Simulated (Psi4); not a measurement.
**One shape, several levels: doublet [C2H4F2]+**

We compute a comparison of 5 runs (U-r2SCAN/6-311+G**, U-revPBE/6-311+G**, UBLYP/6-311+G**, UPBE/6-311+G**, UTPSS/6-311+G**) of doublet [C2H4F2]+. 

The results are computed with Psi4 1.11.

## (1) The molecule

[C2H4F2]+ has 8 atoms, charge +1, and is taken as a doublet. As SMILES of the parent species, `CC(F)F`. Geometry: relaxed at PBE0-D4/def2-TZVP. That shape belongs to the parent species and isn't relaxed for this state.

Bond lengths: C1–C2 1.497 Å, C2–F3 1.361 Å, C2–F4 1.361 Å, C1–H5 1.091 Å, C1–H6 1.091 Å, C1–H7 1.090 Å, C2–H8 1.095 Å. Some angles: C1–C2–F3 110.3°, C1–C2–F4 110.3°, F3–C2–F4 107.0°, C1–C2–H8 114.0°, F3–C2–H8 107.5°, F4–C2–H8 107.5°, C2–C1–H5 109.4°, C2–C1–H6 109.9°, C2–C1–H7 109.9°, H5–C1–H6 109.3°.

## (2) Energy and forces at U-r2SCAN/6-311+G(d,p) (run 1)

The input, run.py:

```python
import psi4

psi4.set_memory(1600000000)
psi4.set_num_threads(1)
psi4.core.set_output_file('c2h4f2.out', False)

mol = psi4.geometry("""
1 2
C      0.003300     0.777600     0.023300
C     -0.052000    -0.718200    -0.008200
F      0.925500    -1.243400     0.779100
F      0.168200    -1.172100    -1.271900
H      0.981400     1.111900    -0.325400
H     -0.157200     1.132800     1.041800
H     -0.771000     1.190600    -0.624000
H     -1.006100    -1.136400     0.329500
units angstrom
symmetry c1
""")

psi4.set_options({
    'basis': '6-311+G**',
    'reference': 'uks',
    'puream': True,
    'e_convergence': 1e-09,
    'd_convergence': 1e-08,
    'scf_type': 'pk',
    'dft_radial_points': 99,
    'dft_spherical_points': 590,
    'maxiter': 200,
})

e = psi4.gradient('r2scan')
print('gradient / Eh bohr^-1')
print(e.np.round(6))
for k, v in sorted(psi4.core.scalar_variables().items()):
    print(f'{k:45s} {v:18.10f}')
```

On the command line:

```
$ python run.py
```

c2h4f2.out:

```text
[...]
  Running in c1 symmetry.
[...]
  Nuclear repulsion =  132.710581920423635
[...]
  Multiplicity = 2
[...]
  Nalpha       = 17
  Nbeta        = 16
[...]
    Number of basis functions: 112
[...]
   @UKS iter   1:  -277.58645117839512    2.11856e-01   6.13380e-03 ADIIS/DIIS
[...]
   @UKS iter  14:  -277.82263136373894   -1.71099e-11   9.09051e-09 DIIS
[...]
   @S^2 Observed:                7.528529780E-01
[...]
    Orbital Energies [Eh]
    ---------------------
    Alpha Occupied:
       1A    -24.825701     2A    -24.825690     3A    -10.523485
       4A    -10.327048     5A     -1.534201     6A     -1.475958
       7A     -1.047254     8A     -0.916981     9A     -0.831651
      10A     -0.816851    11A     -0.769023    12A     -0.711228
      13A     -0.682486    14A     -0.669378    15A     -0.639329
      16A     -0.633690    17A     -0.630674
    Alpha Virtual:
      18A     -0.199288    19A     -0.187365    20A     -0.164002
      21A     -0.131955    22A     -0.104989    23A     -0.098523
      24A     -0.078944    25A     -0.051376    26A     -0.050227
[...]
  @UKS Final Energy:  -277.82263136373894
   => Energetics <=
    Nuclear Repulsion Energy =            132.7105819204236354
    One-Electron Energy =                -636.9619520598071176
    Two-Electron Energy =                 259.1927334899870061
    DFT Exchange-Correlation Energy =     -32.7639947143424664
    Empirical Dispersion Energy =           0.0000000000000000
    VV10 Nonlocal Energy =                  0.0000000000000000
    Total Energy =                       -277.8226313637389353
[...]
 Multipole Moments:
 ------------------------------------------------------------------------------------
     Multipole            Electronic (a.u.)      Nuclear  (a.u.)        Total (a.u.)
 ------------------------------------------------------------------------------------
 L = 1.  Multiply by 2.5417464519 to convert [e a0] to [Debye]
 Dipole X            :          1.5146011           -2.4677971           -0.9531960
 Dipole Y            :         -4.6051918            5.6432636            1.0380718
 Dipole Z            :         -0.7193313            1.1074789            0.3881476
 Magnitude           :                                                    1.4617914
[...]
  -Total Gradient:
     Atom            X                  Y                   Z
    ------   -----------------  -----------------  -----------------
       1        0.017037279885    -0.057536837474    -0.008339553341
       2       -0.077609457843     0.055303794720     0.030609148156
       3        0.025006367343    -0.009588313522     0.009370276883
       4        0.012709317640    -0.008438126717    -0.023955081643
       5       -0.008149969257     0.010436486491     0.003374606688
       6        0.002053837578     0.004938222567    -0.003129836179
       7        0.003736679579     0.004769598114     0.001374034695
       8        0.025045167739     0.000317817673    -0.009233415670
[...]
```

Standard output:

```text
gradient / Eh bohr^-1
[[ 0.017037 -0.057537 -0.00834 ]
 [-0.077609  0.055304  0.030609]
 [ 0.025006 -0.009588  0.00937 ]
 [ 0.012709 -0.008438 -0.023955]
 [-0.00815   0.010436  0.003375]
 [ 0.002054  0.004938 -0.00313 ]
 [ 0.003737  0.00477   0.001374]
 [ 0.025045  0.000318 -0.009233]]
CURRENT ENERGY                                   -277.8226313637
CURRENT REFERENCE ENERGY                         -277.8226313637
DD SOLVATION ENERGY                                 0.0000000000
DFT FUNCTIONAL TOTAL ENERGY                      -277.8226313637
DFT TOTAL ENERGY                                 -277.8226313637
DFT VV10 ENERGY                                     0.0000000000
DFT XC ENERGY                                     -32.7639947143
GRID ELECTRONS ALPHA                               16.9999997830
GRID ELECTRONS BETA                                15.9999999727
GRID ELECTRONS TOTAL                               32.9999997556
NUCLEAR REPULSION ENERGY                          132.7105819204
ONE-ELECTRON ENERGY                              -636.9619520598
PCM POLARIZATION ENERGY                             0.0000000000
PE ENERGY                                           0.0000000000
SCF ITERATION ENERGY                             -277.8226313637
SCF ITERATIONS                                     14.0000000000
SCF TOTAL ENERGY                                 -277.8226313637
TWO-ELECTRON ENERGY                               259.1927334900
XC GRID RADIAL POINTS                              99.0000000000
XC GRID SPHERICAL POINTS                          590.0000000000
XC GRID TOTAL POINTS                           446781.0000000000
```

Run time: 92 s. Hardware: 1 thread of Intel Xeon Platinum 8488C (Sapphire Rapids), shared host; peak memory 0.65 GiB.

## (3) A single-point energy at U-revPBE/6-311+G(d,p) (run 2)

The input, input.in:

```
memory 1600 MB

molecule mol {
  1 2
  C      0.003300     0.777600     0.023300
  C     -0.052000    -0.718200    -0.008200
  F      0.925500    -1.243400     0.779100
  F      0.168200    -1.172100    -1.271900
  H      0.981400     1.111900    -0.325400
  H     -0.157200     1.132800     1.041800
  H     -0.771000     1.190600    -0.624000
  H     -1.006100    -1.136400     0.329500
  symmetry c1
  no_reorient
  no_com
}

set basis 6-311+G**
set reference uks
set puream true
set e_convergence 1e-09
set d_convergence 1e-08
set scf_type pk
set dft_radial_points 99
set dft_spherical_points 590
set maxiter 200

energy_value, wavefunction = energy("revpbe", return_wfn=True)
oeprop(wavefunction, "QUADRUPOLE", "WIBERG_LOWDIN_INDICES", "MAYER_INDICES")
```

On the command line:

```
$ psi4 -i input.in -o input.out -n 1
```

input.out:

```text
[...]
  Running in c1 symmetry.
[...]
  Nuclear repulsion =  132.710581920423635
[...]
  Multiplicity = 2
[...]
  Nalpha       = 17
  Nbeta        = 16
[...]
    Number of basis functions: 112
[...]
   @UKS iter   1:  -277.58180759361437    2.87174e-01   6.80295e-03 DIIS/ADIIS
[...]
   @UKS iter  15:  -277.87252586185582   -5.11591e-13   4.90991e-09 DIIS
[...]
   @S^2 Observed:                7.513336539E-01
[...]
    Orbital Energies [Eh]
    ---------------------
    Alpha Occupied:
       1A    -24.601338     2A    -24.601325     3A    -10.371127
       4A    -10.180624     5A     -1.472595     6A     -1.414639
       7A     -1.006837     8A     -0.884626     9A     -0.806680
      10A     -0.794989    11A     -0.743848    12A     -0.686359
      13A     -0.660154    14A     -0.647512    15A     -0.621359
      16A     -0.615012    17A     -0.609525
    Alpha Virtual:
      18A     -0.213440    19A     -0.208973    20A     -0.186127
      21A     -0.165149    22A     -0.134542    23A     -0.133242
      24A     -0.111005    25A     -0.082819    26A     -0.076615
[...]
  @UKS Final Energy:  -277.87252586185582
   => Energetics <=
    Nuclear Repulsion Energy =            132.7105819204236354
    One-Electron Energy =                -636.8907061138827430
    Two-Electron Energy =                 259.1175568763429737
    DFT Exchange-Correlation Energy =     -32.8099585447396791
    Empirical Dispersion Energy =           0.0000000000000000
    VV10 Nonlocal Energy =                  0.0000000000000000
    Total Energy =                       -277.8725258618558200
[...]
 Multipole Moments:
 ------------------------------------------------------------------------------------
     Multipole            Electronic (a.u.)      Nuclear  (a.u.)        Total (a.u.)
 ------------------------------------------------------------------------------------
 L = 1.  Multiply by 2.5417464519 to convert [e a0] to [Debye]
 Dipole X            :        -16.6115717           16.2482432           -0.3633285
 Dipole Y            :         35.8279076          -36.0639113           -0.2360037
 Dipole Z            :          7.5341873           -7.4128287            0.1213586
 Magnitude           :                                                    0.4499258
 L = 2.  Multiply by 1.3450342976 to convert [e a0^2] to [Debye ang]
 Quadrupole XX       :        -51.3593298           37.7618635          -13.5974663
 Quadrupole XY       :         39.6136131          -38.4004760            1.2131372
[...]
```

It took 40 s on 1 thread of Intel Xeon Platinum 8488C (Sapphire Rapids), shared host; peak memory 0.65 GiB.

Runs 3 to 4 aren't shown in full; the table further down has their settings and results.

## (4) Energy and gradient at UTPSS/6-311+G(d,p) (run 5)

The input, input.in:

```
memory 1600 mb

molecule {
  1 2
  C
  C 1 r2
  F 2 r3 1 a3
  F 2 r4 3 a4 1 d4
  H 1 r5 2 a5 3 d5
  H 1 r6 5 a6 2 d6
  H 1 r7 6 a7 5 d7
  H 2 r8 3 a8 4 d8

  r2 = 1.497153
  r3 = 1.360582
  a3 = 110.30092
  r4 = 1.36068
  a4 = 107.00015
  d4 = 119.98769
  r5 = 1.090884
  a5 = 109.42449
  d5 = 58.94409
  r6 = 1.090536
  a6 = 109.31004
  d6 = 120.3418
  r7 = 1.090462
  a7 = 109.05813
  d7 = -119.46849
  r8 = 1.095098
  a8 = 107.46292
  d8 = 115.15348
  units angstrom
  symmetry c1
  no_reorient
  no_com
}

set {
  reference uks
  puream true
  e_convergence 1e-09
  d_convergence 1e-08
  scf_type pk
  dft_radial_points 99
  dft_spherical_points 590
  maxiter 200
}

e, wfn = gradient('tpss/6-311+G**', return_wfn=True)
oeprop(wfn, 'QUADRUPOLE', 'DIPOLE', 'MULLIKEN_CHARGES', title='TPSS')
print_variables()
```

On the command line:

```
$ psi4 input.in input.out -n 1
```

input.out:

```text
[...]
  Running in c1 symmetry.
[...]
  Nuclear repulsion =  132.710588989143417
[...]
  Multiplicity = 2
[...]
  Nalpha       = 17
  Nbeta        = 16
[...]
    Number of basis functions: 112
[...]
   @UKS iter   1:  -277.72161761476440    2.41173e-01   6.52658e-03 ADIIS/DIIS
[...]
   @UKS iter  15:  -277.98815214552485   -2.16005e-12   5.46506e-09 DIIS
[...]
   @S^2 Observed:                7.521452897E-01
[...]
  @UKS Final Energy:  -277.98815214552485
   => Energetics <=
    Nuclear Repulsion Energy =            132.7105889891434174
    One-Electron Energy =                -636.9574665104537416
    Two-Electron Energy =                 259.1972157750163319
    DFT Exchange-Correlation Energy =     -32.9384903992308153
    Empirical Dispersion Energy =           0.0000000000000000
    VV10 Nonlocal Energy =                  0.0000000000000000
    Total Energy =                       -277.9881521455248503
[...]
  -Total Gradient:
     Atom            X                  Y                   Z
    ------   -----------------  -----------------  -----------------
       1       -0.014134254045    -0.008439711160     0.062092635430
       2        0.058634345170     0.035211284241    -0.053160744784
       3       -0.008107948339    -0.014833208223     0.005326471431
       4       -0.016926318245    -0.000180091695     0.005334462834
       5        0.007876637062     0.004730685634    -0.008816245110
       6       -0.005015734996     0.001428082568    -0.004921666536
       7       -0.001082837859    -0.005143519971    -0.004908681150
       8       -0.021216594053    -0.012757123857    -0.000953363361
[...]
 Multipole Moments:
 ------------------------------------------------------------------------------------
     Multipole            Electronic (a.u.)      Nuclear  (a.u.)        Total (a.u.)
 ------------------------------------------------------------------------------------
 L = 1.  Multiply by 2.5417464519 to convert [e a0] to [Debye]
 Dipole X            :         -1.5600626            2.4446374            0.8845749
 Dipole Y            :         -0.9375438            1.4691271            0.5315833
 Dipole Z            :          4.5901479           -5.5703105           -0.9801626
 Magnitude           :                                                    1.4232963
 L = 2.  Multiply by 1.3450342976 to convert [e a0^2] to [Debye ang]
 Quadrupole XX       :        -53.3792699           40.2148016          -13.1644682
 Quadrupole XY       :         26.3711049          -25.4390675            0.9320374
[...]
  Mulliken Charges: (a.u.)
   Center  Symbol    Alpha    Beta     Spin     Total
       1     C     3.28291  3.09522  0.18769 -0.37813
       2     C     3.05649  2.96304  0.09345 -0.01952
       3     F     4.56596  4.30279  0.26317  0.13124
       4     F     4.56603  4.30276  0.26327  0.13121
       5     H     0.37937  0.35142  0.02796  0.26921
       6     H     0.36951  0.37108 -0.00156  0.25941
       7     H     0.36951  0.37107 -0.00156  0.25941
       8     H     0.41022  0.24262  0.16759  0.34716
   Total alpha = 17.00000, Total beta = 16.00000, Total charge =  1.00000
[...]
```

Wall time 1.8 min (1 thread of Intel Xeon Platinum 8488C (Sapphire Rapids), shared host); peak memory 0.65 GiB.

## (5) All runs side by side

```tsv
run	level	task	energy (Eh)	HOMO energy (eV)	LUMO energy (eV)	⟨S²⟩	wall time
1	U-r2SCAN/6-311+G**	gradient	-277.822631	-17.03	-15.78	0.753	92 s
2	U-revPBE/6-311+G**	energy	-277.872526	-16.56	-15.63	0.751	40 s
3	UBLYP/6-311+G**	gradient	-277.907425	-16.55	-15.65	0.751	46 s
4	UPBE/6-311+G**	energy	-277.666045	-16.60	-15.70	0.751	39 s
5	UTPSS/6-311+G**	gradient	-277.988152	-16.80	-15.65	0.752	1.8 min
```

## (6) Results

| quantity | value |
| --- | --- |
| run 5: total energy | -277.98815 Eh |
| run 5: HOMO energy (highest over α and β) | -16.80 eV |
| run 5: LUMO energy (lowest over α and β) | -15.65 eV |
| run 5: ⟨S²⟩ | 0.752 |
| run 5: largest force on an atom | 4.454 eV/Å |

In words: Totals of different functionals can't be ranked against each other. All runs together took 5.4 min, the longest 1.8 min.
